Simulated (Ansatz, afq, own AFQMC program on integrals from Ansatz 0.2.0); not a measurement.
**BSi, doublet: AFQMC among the cluster methods**

| atom | x (Å) | y (Å) | z (Å) |
| --- | --- | --- | --- |
| Si | 0.0000 | 0.0000 | 0.0000 |
| B | 0.0000 | 0.0000 | 1.5240 |

Basis 6-31G. Noble-gas cores (and the filled d shells of Ga–Kr and In–Xe) are frozen. Integrals, coupled cluster, full CI and functionals: Ansatz 0.2.0; the random walks run on the same integrals in our own AFQMC program. The CISD trial takes its coefficients from CCSD amplitudes. Released means that phaseless walkers are propagated on without the constraint, phases kept. Uncertainties: one standard error, sampling alone.

Determinant: ROHF, the one that the program's search chose, which needn't be the lowest solution. The geometry is a point of a scan.

Full CI on the same integrals is exact in this basis and with this determinant's frozen core.

Cautions: a spin-contaminated unrestricted determinant lies lower (UHF 731 meV lower, ⟨S²⟩ 1.89); strong correlation (T1 0.082, weight of the determinant 0.79, largest double 0.21); (T) is large, 7 % of the CCSD correlation; the released energies have errors that jump between times, so the bars are unsure, so no released level is given (meV from the phaseless value at times in 1/Eh: -22 ± 14 at 0.24, -21 ± 3 at 0.51, -35 ± 4 at 0.99, -45.3 ± 2.1 at 1.62, -56 ± 3 at 2.40).

The T1 diagnostic is 0.0818 and the weight of the determinant in the CISD state is 0.787. The size of the correlated space is 7 electrons in 16 orbitals.

| level | correlation energy (eV) |
| --- | --- |
| MP2 | -2.6890 |
| CCSD | -3.4795 |
| CCSD(T) | -3.7250 |

Q: Estimate where full CI lies against CCSD(T) on the same integrals.

A: 4.2 kJ/mol below CCSD(T).

Reference: full CI, correlation energy -3.769 eV. The cautions show a poor starting determinant, so the rows tell how each method copes with it here, and full CI is the sure value.

```tsv
level	E − E(reference) (kJ/mol)	share of correlation (%)
CCSD(T)	4.2	98.84
CCSDT	2.3	99.35
CCSDT(Q)	0.7	99.80
CCSDTQ	0.3	99.92
ph-AFQMC/HF	32.0 ± 2.1	91.21
ph-AFQMC/CISD	8.5 ± 0.4	97.65
```

CCSDT and higher add their correlation energy to the determinant of the CCSD(T) run, since their own runs factorise the integrals more tightly (a shift of under 2 meV). A walk keeps the symmetry of its determinant, which the program's search chose and which needn't be the lowest solution, so a lower state of the same spin and another symmetry isn't excluded.
